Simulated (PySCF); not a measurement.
# C3H3NO: the cost of one run

The runs use PySCF 2.14.0, with density-fitted response routines of our own; the level of theory stands in each step. All values are computed, except where a source is named. Atoms are numbered from 0 throughout.

## (1) The starting structure

8 atoms, charge 0, multiplicity 1; geometry from: GFN2-xTB. The atoms were then displaced at random by about 0.01 Å, so the start is not that level's minimum.

Bonds of the start (Å): C0–C1 1.34, C1–N2 1.36, N2–C3 1.24, C3–O4 1.13, C0–H5 1.10, C0–H6 1.05, C1–H7 1.08.

## (2) Optimising the geometry at PBE0-D3(BJ)/def2-SVP

The job: settings as JSON, then the geometry in Å.

```
{"job": {"xc": "PBE0", "basis": "def2-SVP", "d3": "d3bj", "grid": 1, "shake": 0.01, "kind": "geom"}, "charge": 0, "multiplicity": 1}
C     -0.957970    -0.396080     0.819110
C     -0.638710     0.392500    -0.210600
N      0.593670     0.450100    -0.775250
C      1.769410     0.054990    -0.754680
O      2.852740    -0.207000    -0.914580
H     -1.986310    -0.350890     1.193920
H     -0.265800    -1.030850     1.296290
H     -1.311890     1.068090    -0.706690
```

Command:

```console
$ OMP_NUM_THREADS=1 python probes_run.py task.json out
```

This one command runs all jobs of the session in turn.

Q: Estimate the wall time and peak memory of this first job on 1 thread of Arm Neoverse V1, shared host.

About 19 s, with a peak of 0.36 GiB.
